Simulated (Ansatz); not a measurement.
Mulliken charges of `BSB` from B3LYP/def2-TZVPP in Ansatz (PBE0-D4/def2-TZVP geometry).

| atom | x (Å) | y (Å) | z (Å) | charge (e) |
| --- | --- | --- | --- | --- |
| B1 | -1.299 | -0.116 | -0.522 | -0.050 |
| S2 | -0.432 | 0.489 | 0.930 | -0.114 |
| B3 | 1.289 | 0.127 | 0.567 | -0.050 |
| H4 | -0.692 | -0.612 | -1.417 | 0.052 |
| H5 | -2.485 | 0.005 | -0.536 | 0.055 |
| H6 | 2.094 | 0.438 | 1.390 | 0.055 |
| H7 | 1.586 | -0.400 | -0.458 | 0.052 |

Problem. By hand: the dipole of these point charges (1 e Å = 4.8032 D).

Solution. Σ q r = (0.075, -0.085, -0.159) e Å, of length 0.195 e Å = 0.94 D.

Problem. How does the dipole of the full density compare? (Estimate.)

Solution. Ansatz gave: (0.026, -0.030, -0.056) e Å, 0.33 D; the point charges give 2.85 times that, at 0° from its direction.

Point charges leave out the atoms' own dipoles, such as those of lone pairs, and Mulliken's split depends on the basis, so the two needn't agree.

B3LYP here is the variant with VWN-RPA as its local correlation; programs differ in this.
